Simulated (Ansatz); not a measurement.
**C3H4O (propargyl alcohol): a line through the functionals**

The species is C3H4O (8 atoms), meant as a singlet with charge 0. As SMILES, `C#CCO`. The coordinates come from a PBE0-D4/def2-TZVP relaxation. This is one conformer, not always the lowest.

The HOMO–LUMO gap y, in eV, basis def2-SVPD; a is the functional's share of exact exchange. Programs: Ansatz 0.2.0.

| functional | program | a | y (eV) |
| --- | --- | --- | --- |
| revPBE | Ansatz | 0 | 5.81 |
| PBE | Ansatz | 0 | 5.78 |
| B3LYP | Ansatz | 0.2 | 7.60 |
| PBE0 | Ansatz | 0.25 | ? |
| BHLYP | Ansatz | 0.5 | 10.02 |

Q: Fit y = c + s·a to the known rows and predict PBE0.

A: 
1. Means of the 4 rows: a = 0.1750, y = 7.303.
2. Σ(Δa)² = 0.1675, Σ(Δa·Δy) = 1.4182, so the slope is 1.4182/0.1675 = 8.4669.
3. Intercept: 7.303 − (8.4669) × 0.1750 = 5.821. The largest residual of the fit is 0.086.
4. PBE0: 5.821 + (8.4669) × 0.25 = 7.94 eV.

The run gave 8.13 eV, so the prediction is off by -0.19 eV, more than the largest residual. Exact exchange lowers occupied levels and raises empty ones. The rows mix families of semi-local functionals, which the line can't see.
